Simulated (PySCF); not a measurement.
**CH3ClO, a complex of two parts: interaction energy**

One table from this session's results is given with a row withheld; the runs are named, their logs left out.

Programs: PySCF 2.14.0. All values are calculated, for the isolated system unless a continuum is named. Atoms count from 0, parts from 1.

### The system as given

6 atoms, charge 0, multiplicity 1; geometry: GFN2-xTB. Parts: 1 = atoms 0–1, `Cl`, charge 0; 2 = atoms 2–5, `C=O`, charge 0.

Set-up of the first run:

Job settings and geometry (Å):

```
{"job": {"xc": "PBE0", "basis": "def2-TZVPD", "d3": "d3bj", "grid": 3, "kind": "geom", "shake": 0.01}, "charge": 0, "multiplicity": 1, "parts": [{"atoms": "0-1", "charge": 0, "multiplicity": 1}, {"atoms": "2-5", "charge": 0, "multiplicity": 1}]}
Cl     0.459744    -0.193331     0.543562
H     -0.411625     0.141226    -0.391218
C     -0.684869     0.224649    -2.978714
O     -1.238597     0.454128    -1.966522
H     -1.115387     0.346228    -3.976377
H      0.375311    -0.115145    -2.966956
```

Started as:

```bash
$ OMP_NUM_THREADS=1 python cluster_run.py task.json out
```

One launch serves the whole session: the jobs run in the order shown.

Among the steps run: Geometry optimisation at PBE0-D3(BJ)/def2-TZVPD; Coupled-cluster interaction energy: CCSD(T) and MP2, 1.81 Å; Coupled-cluster interaction energy: CCSD(T) and MP2, 1.90 Å; Coupled-cluster interaction energy: CCSD(T) and MP2, 1.99 Å; Coupled-cluster interaction energy: CCSD(T) and MP2, 1.72 Å; Coupled-cluster interaction energy: CCSD(T) and MP2, 2.26 Å; Coupled-cluster interaction energy: CCSD(T) and MP2, 1.63 Å; Coupled-cluster interaction energy: CCSD(T) and MP2, 2.71 Å; Coupled-cluster interaction energy: CCSD(T) and MP2, 3.62 Å.

One table of the session follows, with a row left open; its other results are not shown here.

It belongs to the step «Coupled-cluster interaction energy: CCSD(T) and MP2, 3.62 Å». 

| method | interaction energy (kcal/mol) |
| --- | --- |
| HF/aug-cc-pVDZ | -1.14 |
| MP2/aug-cc-pVDZ | -1.14 |
| CCSD/aug-cc-pVDZ | -1.10 |
| CCSD(T)/aug-cc-pVDZ | -1.10 |
| HF/aug-cc-pVQZ | -1.10 |
| MP2/aug-cc-pVQZ | -1.15 |
| SCS-MP2/aug-cc-pVQZ | -1.09 |
| MP2, extrapolated | -1.16 |
| CCSD(T), limit estimate | ? |

Q: Estimate the row for CCSD(T), limit estimate from the others.

The run gave: interaction energy (kcal/mol): -1.12. In the column «interaction energy (kcal/mol)» it lies between MP2/aug-cc-pVDZ (-1.14) and CCSD/aug-cc-pVDZ (-1.10).
